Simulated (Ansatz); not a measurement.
TlCu2S2: computed properties

The calculation used DFT PBEsol, scalar-relativistic, plane waves, PAW (Ansatz).

Plane waves to 420 eV, a k mesh through Γ of 14×14×14 on the computed 5-atom cell and Gaussian smearing (0.10 eV); no spin polarisation.

The structure is relaxed at this level of theory with its symmetry kept. Whether it is the stable form of this composition wasn't checked.

```cif
data_structure
_symmetry_space_group_name_H-M 'P 1'
_symmetry_Int_Tables_number 1
_cell_length_a 7.1886
_cell_length_b 7.1886
_cell_length_c 7.1886
_cell_angle_alpha 150.208
_cell_angle_beta 150.208
_cell_angle_gamma 42.637
_cell_volume 91.48
loop_
_atom_site_label
_atom_site_type_symbol
_atom_site_fract_x
_atom_site_fract_y
_atom_site_fract_z
_atom_site_occupancy
Tl1 Tl 0.00000 0.00000 0.00000 1
Cu1 Cu 0.75000 0.25000 0.50000 1
Cu2 Cu 0.25000 0.75000 0.50000 1
S1 S 0.35456 0.35456 0.00000 1
S2 S 0.64544 0.64544 0.00000 1
```

```
Space group                                                       : I4/mmm (No. 139)
Volume per atom                                                   : 18.30 Å³
Formation energy from the elements' standard states (uncorrected) : -0.280 eV/atom
Kohn–Sham band gap                                                : none (metal)
Density of states at the Fermi level                              : 2.41 states/eV per cell
Löwdin character within 0.5 eV of the Fermi level                 : S 3p 55 %, Cu 3d 36 %
Bulk modulus                                                      : 50 GPa
Its pressure derivative                                           : 5.7
Bader charges (e)                                                 : Tl (1 in the cell) 0.59, Cu (2 in the cell) 0.45, S (2 in the cell) -0.75
```

Spin-orbit coupling is left out, which matters for the bands of heavy elements. Spin polarisation was left out, and a magnetic state may lie lower.

A ferromagnetic start lost its moments in a first run, so spin was left out; other magnetic orders weren't tried.

Cost: 6 runs of about 17 core-minutes in all, on Arm Neoverse V2 (shared hosts).